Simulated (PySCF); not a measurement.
Gas-phase reaction: 3 SiHCl2 + c-Si3H6 + 3 H → 6 SiH2Cl

Energies from PySCF, thermal terms from the rigid-rotor harmonic-oscillator model, ideal gas at 1 bar. † marks an energy on the PBE0/def2-TZVP geometry and frequencies; other levels use their own. MP2 and CCSD(T) freeze the core. 6-31G* has spherical d functions here. Open shells (unrestricted): SiHCl2 (multiplicity 2), H (multiplicity 2), SiH2Cl (multiplicity 2); the rest are closed-shell singlets. B3LYP is the form with VWN-RPA correlation. SiHCl2, c-Si3H6, SiH2Cl: computed as isolated molecules; such fragments, hydroxides, amides, oligomers or adducts are transient or little studied in the gas. MP2 isn't extrapolated to the basis-set limit. CCSD(T) isn't extrapolated to the basis-set limit.

```
level                ΔH°(298 K), kJ
-------------------  --------------
B3LYP/6-31G*                   -351
CCSD(T)/def2-TZVPP†      (withheld)
HF/6-31G*                      -335
M06-2X/def2-TZVP†        (withheld)
MP2/def2-SVP†                  -275
PBE0/def2-QZVP†          (withheld)
PBE0/def2-TZVP           (withheld)
LDA/def2-TZVP†                 -260
ωB97M-V/def2-TZVP†             -294
```

Task: Fill in the missing entries.

Result: 
- CCSD(T)/def2-TZVPP†, ΔH°(298 K), kJ: -312
- M06-2X/def2-TZVP†, ΔH°(298 K), kJ: -321
- PBE0/def2-QZVP†, ΔH°(298 K), kJ: -289
- PBE0/def2-TZVP, ΔH°(298 K), kJ: -284
